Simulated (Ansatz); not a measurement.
# FH5Si: the cost of one run

Method: RKS CAM-B3LYP/def2-SVP, in Ansatz 0.2.0.

**1. Starting point**

Bond lengths: Si1–F2 1.940 Å, Si1–H3 1.460 Å, Si1–H4 1.459 Å, Si1–H5 1.459 Å. Angles: F2–Si1–H3 109.5°, F2–Si1–H4 109.5°, F2–Si1–H5 109.5°, H3–Si1–H4 109.5°, H3–Si1–H5 109.5°, H4–Si1–H5 109.5°.

As a file:

```xyz
7

Si    0.0000    0.0000    0.0000
F     0.0000    0.0000    1.9400
H     1.3768    0.0000   -0.4862
H    -0.6877    1.1914   -0.4862
H    -0.6877   -1.1914   -0.4862
H    -1.6702    0.0000    0.5550
H    -1.2655    0.0000    1.4751
```

**2. A restrained relaxation towards end A**

Springs on the bonds that form and break draw the guess towards this end; the thresholds are loose.

File input.yaml:

```yaml
crystal:
  periodic: [false, false, false]
  atoms:
    - { symbol: Si, position_ang: [0.0, 0.0, 0.0] }
    - { symbol: F, position_ang: [0.0, 0.0, 1.94] }
    - { symbol: H, position_ang: [1.3768, 0.0, -0.4862] }
    - { symbol: H, position_ang: [-0.6877, 1.1914, -0.4862] }
    - { symbol: H, position_ang: [-0.6877, -1.1914, -0.4862] }
    - { symbol: H, position_ang: [-1.6702, 0.0, 0.555] }
    - { symbol: H, position_ang: [-1.2655, 0.0, 1.4751] }
basis:
  gaussian: { orbitals: def2-SVP }
hamiltonian:
  xc: cam_b3lyp
relax:
  f_tol: 0.15
  max_steps: 25
  restrain:
    - { distance: [0, 5], at: 2.66, k: 30.0 }
    - { distance: [6, 1], at: 2.12, k: 30.0 }
    - { distance: [0, 1], at: 1.59, k: 30.0 }
    - { distance: [6, 5], at: 0.66, k: 30.0 }
```

On the command line:

```
> ansatz run input.yaml --threads 1 --pin off --max-ram 2048MiB --backend cpu --events-out ev --progress --plain --runs-dir out
```

Q: Estimate wall time and peak memory on 1 thread of Arm Neoverse V2, shared host.

About 7.7 s, with a peak of 0.11 GiB.
